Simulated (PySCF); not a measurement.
Bonds (- single, = double, # triple, : aromatic): F1-C2 1.355 Å, C2-F3 1.344 Å, C2-C4 1.510 Å, C4-S5 1.812 Å. C2 carries H6; C4 carries H7, H8; S5 carries H9.

PySCF 2.14 calculation with σ from GIAO-PBE0/pcSseg-1 and PBE0-D3(BJ)/def2-SVP structure; isolated molecule, non-relativistic Hamiltonian, averaged over atoms made equivalent by symmetry, fast rotation or ring inversion, one conformer.

References, each an isolated molecule treated in the same way: TMS for ¹³C (σref 184.41), ¹H (σref 31.27); ¹⁹F (σref 177.25) against CFCl3; ³³S (σref 495.66) against CS2.

```csv
atoms,nucleus,count,Hirshfeld charge,δ (ppm)
F1/F3,¹⁹F,2,-0.10,-138.2
H9,¹H,1,0.05,?
H7/H8,¹H,2,0.05,?
C4,¹³C,1,-0.09,33.9
H6,¹H,1,0.05,5.82
C2,¹³C,1,0.14,114.6
S5,³³S,1,-0.06,-160
```

Estimate the values marked ?.

## Answers


- H7/H8: 2.53 ppm, hydrogen on an sp3 CH2 bonded to S
- H9: 2.03 ppm, hydrogen on a thiol sulfur; exchangeable, gas-phase position

OH and NH positions are those of a molecule without intermolecular hydrogen bonds; in solution they move with solvent, concentration and temperature, and exchange usually removes their couplings. Shifts are as computed. Against solution values, carbons near 30 ppm lie about +2 ppm off and those near 130 ppm about +5 ppm; carbons on S a further +3 ppm. Of 1211 compounds with measured shifts, 218 miss one by over three times the rms of a fit or turn the order of signals round; such compounds aren't used in these exercises. Unscaled 19F shifts against computed CFCl3 carry errors that often reach 10 to 50 ppm.
